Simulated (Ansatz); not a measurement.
A nudged elastic band was laid between two geometries of BH6SSi (9 atoms, charge 1, multiplicity 1).

Computed with Ansatz 0.2.0, RKS B3LYP/def2-SVP.

```yaml
movable_images: 9
climbing_image: yes
spring: 5.0 eV/Å²
optimiser: quadratic models (default)
start_path: IDPP
force_threshold: 0.05 eV/Å
iteration_limit: 38
end_points: relaxed
```

Initial state:

```xyz
9
Properties=species:S:1:pos:R:3
B -1.186 0.664 -1.261
Si 0.459 0.575 -0.093
S 0.065 -1.099 1.543
H -2.119 -0.078 -1.127
H -1.177 1.510 -2.111
H 0.677 1.692 0.859
H 1.719 0.092 -0.710
H 0.263 -2.211 0.785
H 1.299 -1.144 2.116
```

Final state:

```xyz
9
Properties=species:S:1:pos:R:3
B -1.185 0.661 -1.261
Si 0.457 0.578 -0.090
S 0.067 -1.100 1.543
H -1.184 1.514 -2.105
H -2.110 -0.091 -1.133
H 0.668 1.696 0.863
H 1.720 0.101 -0.707
H 0.263 -2.210 0.780
H 1.303 -1.148 2.111
```

(1) What changes between the two ends?

(2) Give the energies along the band, and the barrier.

(3) What is the geometry of the highest image?

(4) What are the harmonic wavenumbers there?

The band took 7 iterations and of the order of 5 core-minutes.

Answers

(1) No bond is made or broken. The dihedral H4–B1–Si2–S3 goes from -3 to 176°. The two ends are copies of one structure, up to a mirror image or an exchange of like atoms.

(2) The run converged. The highest image is number 5 of 0 to 10, 0.125 eV above the ends, which have the same energy within 2 meV. A vibrational analysis at the climbing image gives one clearly imaginary mode, 181i cm⁻¹: a first-order saddle point. Limits of this set-up: the dipole of an ion depends on the origin.

```tsv
image	path coordinate (Å)	energy (eV)	dihedral H4–B1–Si2–S3 (°)
0	0.00	0.000	-3
1	0.43	0.012	15
2	0.87	0.042	32
3	1.30	0.081	49
4	1.74	0.113	67
5	2.17	0.125	85
6	2.61	0.112	104
7	3.06	0.079	123
8	3.50	0.041	142
9	3.94	0.011	160
10	4.39	0.000	176
```

(3) 
```xyz
9
Properties=species:S:1:pos:R:3
B -1.320 0.653 -1.087
Si 0.365 0.736 0.070
S 0.284 -1.365 1.176
H -2.368 0.970 -0.601
H -1.229 0.261 -2.216
H 0.361 1.566 1.299
H 1.706 0.671 -0.560
H 0.690 -2.173 0.159
H 1.512 -1.318 1.761
```

(4) 181i, 119, 134, 319, 418, 504, 570, 623, 706, 756, 793, 902, 937, 1142, 1170, 2265, 2288, 2622, 2626, 2641, 2753 cm⁻¹.

Run time: 4.6 min on 1 thread of Intel(R) Xeon(R) Platinum 8259CL CPU @ 2.50GHz (Skylake/Cascade Lake) (shared host), peak memory 0.25 GiB.
